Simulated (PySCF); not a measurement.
## Dipole moment and polarisability across levels of theory

1-chloro-1-propene(Z), C₃H₅Cl.
SMILES with atom numbers: `[CH3:1]/[CH:2]=[CH:3]\[Cl:4]` (hydrogens: H5, H6, H7 on C1; H8 on C2; H9 on C3)

PySCF, dipoles from the SCF density, polarisabilities from static response with core orbitals frozen. Isolated species at its PBE0-D3(BJ)/def2-SVP geometry, gas phase.

How do dipole and polarisability depend on functional and basis here?

```
              level  μ (D)  error (%)  α (au)  anisotropy (au)
      LDA/def2-SVPD  1.642       -1.7   55.10            27.77
      PBE/def2-SVPD  1.622       -2.9   54.52            27.73
    B3LYP/def2-SVPD  1.675       +0.3   53.40            27.05
     PBE0/def2-SVPD  1.711       +2.5   52.79            26.64
BHandHLYP/def2-SVPD  1.771       +6.0   51.89            26.35
CAM-B3LYP/def2-SVPD  1.728       +3.5   52.65            26.42
  wB97X-D/def2-SVPD  1.755       +5.1   52.53            26.02
  LC-wPBE/def2-SVPD  1.787       +7.0   51.25            25.49
       HF/def2-SVPD  1.904      +14.0   50.83            26.14
        PBE0/6-31G*  1.761       +5.4   40.90            30.87
      PBE0/def2-SVP  1.520       -9.0   41.65            28.61
       PBE0/6-31+G*  1.757       +5.2   47.14            27.89
   PBE0/aug-cc-pVDZ  1.683       +0.8   53.37            26.77
     PBE0/def2-TZVP  1.612       -3.5   49.21            28.17
    PBE0/def2-TZVPD  1.657       -0.8   53.99            26.92
```

Reference dipole: 1.670 D (measured, gas; NIST CCCBDB Release 22 (SRD 101), experimental dipoles). The anisotropy is √(½[(α1 − α2)² + (α2 − α3)² + (α3 − α1)²]). For the dipole, the smallest error is 0.3% (B3LYP/def2-SVPD) and the largest 14.0% (HF/def2-SVPD). The dipole runs from 1.52 D (PBE0/def2-SVP) to 1.90 D (HF/def2-SVPD). No reference polarisability is at hand; against PBE0 in the largest diffuse basis at hand (def2-TZVPD) the other PBE0 rows deviate by 6-31G* -24%, def2-SVP -23%, 6-31+G* -13%, def2-SVPD -2%, aug-cc-pVDZ -1%, def2-TZVP -9%. In one basis (def2-SVPD) the functionals order the polarisability from HF (lowest) to LDA (highest), a spread of 8%. With PBE0 the polarisability is 43.92 au without diffuse functions (mean of 6-31G*, def2-SVP and def2-TZVP) and 51.82 au with them (mean of 6-31+G*, def2-SVPD, aug-cc-pVDZ and def2-TZVPD). Measured values can belong to vibrating molecules and may average over conformers; the computed ones are for one fixed geometry.
